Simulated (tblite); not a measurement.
# CH6O: the cost of one run

Computed with tblite 0.8.0 and PySCF 2.14.0; each step states its level. No surroundings beyond the atoms listed, unless a continuum is named. Atoms count from 0, parts from 1.

## 1. The system as given

8 atoms, charge 0, multiplicity 1; geometry: rigid parts in contact. Parts: 1 = atoms 0–4, `C`, charge 0; 2 = atoms 5–7, `O`, charge 0.

## 2. Docking the parts with GFN2-xTB

The job: settings as JSON, then the geometry in Å.

```
{"job": {"kind": "dock", "xc": "GFN2-xTB", "basis": "xTB"}, "charge": 0, "multiplicity": 1, "parts": [{"atoms": "0-4", "charge": 0, "multiplicity": 1}, {"atoms": "5-7", "charge": 0, "multiplicity": 1}]}
C      0.000264    -0.000021     0.000222
H     -0.653669    -0.805961    -0.306412
H     -0.418647     0.944423    -0.321397
H      0.097101    -0.003804     1.078145
H      0.974951    -0.134637    -0.450558
O      2.994742     0.618590     0.411191
H      2.723023     0.101735     1.172189
H      2.878410     1.542968     0.639424
```

With the program's defaults for keys left out, this is: GFN2-xTB search for minima from random contacts, gas phase.

The run is started by

```console
OMP_NUM_THREADS=1 python cluster_run.py task.json out
```

The driver reads the jobs from task.json and runs them one after another.

Q: Estimate the wall time of this first job on 1 thread of Intel Xeon Platinum 8259CL at 2.50GHz, shared host.

About 2.8 s.
